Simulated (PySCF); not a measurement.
Diamond-structure Si: correlation energy from several methods in one and the same small orbital space (PySCF; 2 atoms at the zone centre, 8 electrons in 14 orbitals, empty ones MP2 natural orbitals of a DZ basis, lattice constant set to 5.43 Å). It tests the methods against each other and lies far from the crystal's limit.

Full CI gives -1.6843 eV per atom.

### Question
What share of it do MP2, CCSD, CCSD(T), CCSDT, CCSDT(Q), CCSDTQ recover?

### Answer
MP2 58.5 %; CCSD 99.2 %; CCSD(T) 99.4 %; CCSDT 99.5 %; CCSDT(Q) 99.8 %; CCSDTQ 100.0 %.

```
method    E_corr (eV per atom)  share of full CI (%)  error (meV)
--------  --------------------  --------------------  -----------
MP2                    -0.9846                  58.5          700
CCSD                   -1.6712                  99.2           13
CCSD(T)                -1.6746                  99.4           10
CCSDT                  -1.6766                  99.5            8
CCSDT(Q)               -1.6801                  99.8            4
CCSDTQ                 -1.6842                 100.0            0
full CI                -1.6843                 100.0            0
```

The Hartree–Fock determinant has a weight of 0.85 in the full CI state.

MP2, (T) and (Q) use filled levels shifted down by the Madelung term, which in so small a cell is a large part of the gap, so these rows hang on it.
